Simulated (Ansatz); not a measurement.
**CH3FO (SMILES OCF): a rigid scan of the angle H4–O1–C2**

The task here is to estimate one member of a computed series from the others.

Computed with Ansatz 0.2.0, Gaussian basis. Level: single points in def2-TZVPP.

Levels: PBE-D4, r2SCAN-D4, PBE0-D4, B3LYP-D4, wB97M-V, Hartree-Fock, MP2, CCSD, CCSD(T). The scan takes 91.3, 95.8, 100.3, 104.8, 109.3, 113.8, 118.3, 122.8, 127.3°.

Correlated methods freeze the cores. B3LYP uses VWN-RPA correlation.

43 further runs of the same task are left out: 43 set aside as unsound or not needed.

### Where the work starts

The minimum, relaxed at PBE0-D4: SMILES `OCF`, 6 atoms, charge 0, spin multiplicity 1.

Atoms are counted from 1 here; the program's logs count them from 0.

Bond lengths: O1–C2 1.370 Å, O1–H4 0.962 Å, C2–F3 1.381 Å, C2–H5 1.096 Å, C2–H6 1.091 Å. Angles: C2–O1–H4 109.3°, O1–C2–F3 111.1°, O1–C2–H5 112.9°, O1–C2–H6 107.4°, F3–C2–H5 106.3°, F3–C2–H6 107.8°, H5–C2–H6 111.3°.

As a file:

```
O    -0.79402   -0.69718   -0.24743
C     0.25018    0.04905    0.23077
F    -0.09413    1.38318    0.32382
H    -0.92875   -0.49510   -1.17802
H     1.13676    0.00487   -0.41255
H     0.47206   -0.30881    1.23730
```

Energies of the minimum (eV), from earlier single points: PBE-D4 -5846.13847, r2SCAN-D4 -5849.44563, PBE0-D4 -5846.22812, B3LYP-D4 -5852.44887, wB97M-V -5850.36035, CCSD(T) -5842.40639.

At the minimum the angle H4–O1–C2 is 109.3°.

Set-up of the first run:

Input file ccsdt-tzvpp/in.yaml:

```yaml
crystal:
  periodic: [false, false, false]
  atoms:
    - {symbol: O, position_ang: [-0.794015, -0.697182, -0.247427]}
    - {symbol: C, position_ang: [0.250179, 0.049047, 0.230771]}
    - {symbol: F, position_ang: [-0.094133, 1.383180, 0.323817]}
    - {symbol: H, position_ang: [-0.696953, -0.311808, -1.123242]}
    - {symbol: H, position_ang: [1.136763, 0.004867, -0.412547]}
    - {symbol: H, position_ang: [0.472055, -0.308811, 1.237302]}
basis:
  gaussian: {orbitals: def2-TZVPP}
correlation: {method: ccsd_t}
```

The command line of these runs was not kept.

Steps of the session up to this table: H4–O1–C2 = 91.3°; H4–O1–C2 = 95.8°; H4–O1–C2 = 100.3°; H4–O1–C2 = 104.8°; H4–O1–C2 = 109.3°; H4–O1–C2 = 113.8°; H4–O1–C2 = 118.3°; H4–O1–C2 = 122.8°; H4–O1–C2 = 127.3°.

One of the session's tables, all rows but one given; the rest of the session is left out.

It belongs to the step «The curves». Energies less that of the minimum at the same level (kJ/mol):

| angle (°) | PBE-D4 | PBE0-D4 | B3LYP-D4 | wB97M-V | Hartree-Fock |
| --- | --- | --- | --- | --- | --- |
| 91.3 | 25.8 | 26.8 | 28.7 | 27.0 | 33.2 |
| 95.8 | 14.0 | 14.6 | 16.0 | 14.7 | 18.8 |
| 100.3 | 6.0 | 6.3 | 7.2 | 6.4 | 8.7 |
| 104.8 | ? | ? | ? | ? | ? |
| 109.3 (minimum) | 0.0 | 0.0 | 0.0 | 0.0 | 0.0 |
| 109.3 | 0.0 | 0.0 | 0.0 | 0.0 | 0.0 |
| 113.8 | 1.4 | 1.4 | 1.1 | 1.4 | 0.8 |
| 118.3 | 5.4 | 5.5 | 4.8 | 5.5 | 4.6 |
| 122.8 | 11.7 | 11.9 | 10.9 | 11.8 | 11.0 |
| 127.3 | 19.9 | 20.3 | 19.0 | 20.2 | 19.6 |

Estimate the missing values for angle (°) = 104.8.

**Answer.** PBE-D4: 1.4; PBE0-D4: 1.5; B3LYP-D4: 1.9; wB97M-V: 1.6; Hartree-Fock: 2.5.

To keep in mind: A polynomial through the near points puts the CCSD(T) minimum 0.7° below the PBE0-D4 value.
